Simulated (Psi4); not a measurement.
**Si2H6 (disilane) at CCSD(T)/aug-cc-pVDZ**

What is the energy change on altering one bond length of Si2H6 (disilane) at CCSD(T)/aug-cc-pVDZ? 

Program for the calculation: Psi4 1.11.

2 further runs of the same task are left out: 2 set aside as unsound or not needed.

## (1) The structure to begin with

The species is Si2H6 (8 atoms), meant as a singlet with charge 0. SMILES: `[SiH3][SiH3]`. The coordinates come from a PBE0-D4/def2-TZVP relaxation.

Bond lengths: Si1–Si2 2.338 Å, Si1–H3 1.488 Å, Si1–H4 1.488 Å, Si1–H5 1.488 Å, Si2–H6 1.488 Å, Si2–H7 1.488 Å, Si2–H8 1.488 Å. Some angles: Si1–Si2–H6 110.3°, Si1–Si2–H7 110.3°, Si1–Si2–H8 110.3°, Si2–Si1–H3 110.3°, Si2–Si1–H4 110.3°, Si2–Si1–H5 110.3°, H6–Si2–H7 108.7°, H6–Si2–H8 108.7°, H7–Si2–H8 108.7°, H3–Si1–H4 108.7°.

## (2) A single-point energy at CCSD(T)/aug-cc-pVDZ

Input file run.py:

```python
import numpy as np
from ase.calculators.psi4 import Psi4
from ase import Atoms

atoms = Atoms(['Si', 'Si', 'H', 'H', 'H', 'H', 'H', 'H'], positions=[
    [-0.340500, 0.490200, -1.004900],
    [0.363500, -0.504400, 0.991000],
    [0.833900, 0.948200, -1.794900],
    [-1.112900, -0.483900, -1.821900],
    [-1.208000, 1.664100, -0.717900],
    [1.139000, 0.468600, 1.806300],
    [1.228100, -1.680500, 0.704000],
    [-0.811000, -0.959200, 1.782600],
])
calc = Psi4(atoms=atoms, method='ccsd(t)', basis='aug-cc-pVDZ', memory='1600MB', num_threads=1, charge=0, multiplicity=1, label='h6si2')
calc.psi4.set_options({'puream': True, 'e_convergence': 1e-09, 'd_convergence': 1e-08, 'scf_type': 'pk', 'num_frozen_docc': 10})
atoms.calc = calc

print(f'energy: {atoms.get_potential_energy():.6f} eV')
```

Launch:

```
$ python run.py
```

h6si2.dat:

```text
[...]
  Running in c1 symmetry.
[...]
  Nuclear repulsion =   90.773081159957201
[...]
  Multiplicity = 1
[...]
  Nalpha       = 17
  Nbeta        = 17
[...]
    Number of basis functions: 108
[...]
   @RHF iter   1:  -581.29128477876316   -5.93747e-01   1.60221e-03 ADIIS/DIIS
[...]
   @RHF iter   8:  -581.34058151883903   -1.16984e-10   9.20177e-09 DIIS
[...]
    Orbital Energies [Eh]
    ---------------------
    Doubly Occupied:
       1A    -68.781394     2A    -68.781391     3A     -6.130834
       4A     -6.130718     5A     -4.236903     6A     -4.236645
       7A     -4.236645     8A     -4.236560     9A     -4.236560
      10A     -4.236211    11A     -0.760002    12A     -0.679671
      13A     -0.498959    14A     -0.498949    15A     -0.470815
      16A     -0.470805    17A     -0.404562
[...]
  @RHF Final Energy:  -581.34058151883903
   => Energetics <=
    Nuclear Repulsion Energy =             90.7730811599572007
    One-Electron Energy =                -986.1720785910729319
    Two-Electron Energy =                 314.0584159122767005
    Total Energy =                       -581.3405815188390307
[...]
 Multipole Moments:
 ------------------------------------------------------------------------------------
     Multipole            Electronic (a.u.)      Nuclear  (a.u.)        Total (a.u.)
 ------------------------------------------------------------------------------------
 L = 1.  Multiply by 2.5417464519 to convert [e a0] to [Debye]
 Dipole X            :         -0.0001340            0.0000845           -0.0000495
 Dipole Y            :          0.0001381           -0.0000845            0.0000536
 Dipole Z            :          0.0001426           -0.0000845            0.0000581
 Magnitude           :                                                    0.0000933
[...]
      * MP2 total energy                      = -581.564642149278598
[...]
      * CCSD total energy                     = -581.617634282770041
[...]
      * CCSD(T) total energy                  = -581.624637935173723
```

Standard output:

```text
energy: -15826.812544 eV
```

Wall time 59 s (1 thread of AMD EPYC 7R43 (Zen 3), shared host); peak memory 1.2 GiB.

## (3) The distorted shape

Input file input.in:

```
memory 1.6 GB

molecule mol {
  0 1
  Si
  Si 1 2.338474
  H 1 1.487642 2 110.27517
  H 1 1.487603 3 108.6533 2 -120.97328
  H 1 1.933899 4 108.65663 3 118.05401
  H 2 1.487563 1 110.27548 4 179.84798
  H 2 1.487654 6 108.65434 1 120.97376
  H 2 1.48759 6 108.6583 7 118.05217
  units angstrom
  symmetry c1
  no_reorient
  no_com
}

set globals {
  basis aug-cc-pVDZ
  reference rhf
  puream true
  e_convergence 1e-09
  d_convergence 1e-08
  scf_type pk
  num_frozen_docc 10
}

energy("ccsd(t)")
```

Launch:

```
$ psi4 -n 1 input.in input.out
```

input.out:

```text
[...]
  Running in c1 symmetry.
[...]
  Nuclear repulsion =   89.313739167235028
[...]
  Multiplicity = 1
[...]
  Nalpha       = 17
  Nbeta        = 17
[...]
    Number of basis functions: 108
[...]
   @RHF iter   1:  -581.25014222726656   -6.82950e-01   1.59657e-03 ADIIS/DIIS
[...]
   @RHF iter   9:  -581.30184497592870   -7.28733e-11   9.19927e-09 DIIS
[...]
    Orbital Energies [Eh]
    ---------------------
    Doubly Occupied:
       1A    -68.812825     2A    -68.788312     3A     -6.156069
       4A     -6.137446     5A     -4.262052     6A     -4.261968
       7A     -4.261462     8A     -4.243301     9A     -4.243247
      10A     -4.243236    11A     -0.758599    12A     -0.672952
      13A     -0.505643    14A     -0.493172    15A     -0.477055
      16A     -0.433352    17A     -0.399371
[...]
  @RHF Final Energy:  -581.30184497592870
   => Energetics <=
    Nuclear Repulsion Energy =             89.3137391672350276
    One-Electron Energy =                -982.9310442276613458
    Two-Electron Energy =                 312.3154600844975448
    Total Energy =                       -581.3018449759288160
[...]
 Multipole Moments:
 ------------------------------------------------------------------------------------
     Multipole            Electronic (a.u.)      Nuclear  (a.u.)        Total (a.u.)
 ------------------------------------------------------------------------------------
 L = 1.  Multiply by 2.5417464519 to convert [e a0] to [Debye]
 Dipole X            :          0.5713193           -0.3063638            0.2649555
 Dipole Y            :          0.3297943           -0.1768539            0.1529404
 Dipole Z            :          0.2993810           -0.1307416            0.1686394
 Magnitude           :                                                    0.3493300
[...]
      * MP2 total energy                      = -581.527846342625480
[...]
      * CCSD total energy                     = -581.583052983627113
[...]
      * CCSD(T) total energy                  = -581.590707367128289
[...]
```

It took 69 s on 1 thread of AMD EPYC 7R43 (Zen 3), shared host; peak memory 1.2 GiB.

## (4) Results

Level: CCSD(T)/aug-cc-pVDZ, 10 core orbitals frozen.

| quantity | value |
| --- | --- |
| first shape: total energy | -581.62464 Eh |
| first shape: HOMO energy (Hartree–Fock orbitals) | -11.01 eV |
| first shape: LUMO energy (Hartree–Fock orbitals) | 1.07 eV |
| first shape: HOMO–LUMO gap (Hartree–Fock orbitals) | 12.08 eV |
| first shape: correlation energy (10 core orbitals frozen) | -284.1 mEh |
| first shape: (T) correction | -7.00 mEh |
| first shape: T1 diagnostic | 0.013 |
| distorted shape: total energy | -581.59071 Eh |
| distorted shape: HOMO energy (Hartree–Fock orbitals) | -10.87 eV |
| distorted shape: LUMO energy (Hartree–Fock orbitals) | 1.01 eV |
| distorted shape: HOMO–LUMO gap (Hartree–Fock orbitals) | 11.88 eV |
| distorted shape: correlation energy (10 core orbitals frozen) | -288.9 mEh |
| distorted shape: (T) correction | -7.65 mEh |
| distorted shape: T1 diagnostic | 0.014 |
| energy change with the Si1–H5 bond stretched from 1.488 to 1.934 Å | 0.923 eV |

In words: With the Si1–H5 bond stretched from 1.488 to 1.934 Å the energy rises by 0.92 eV (89.1 kJ/mol). The first shape isn't relaxed at this level, so the change isn't measured from a minimum. The triples (first shape) make up 2.5 % of the correlation energy. The triples (distorted shape) make up 2.6 % of the correlation energy.
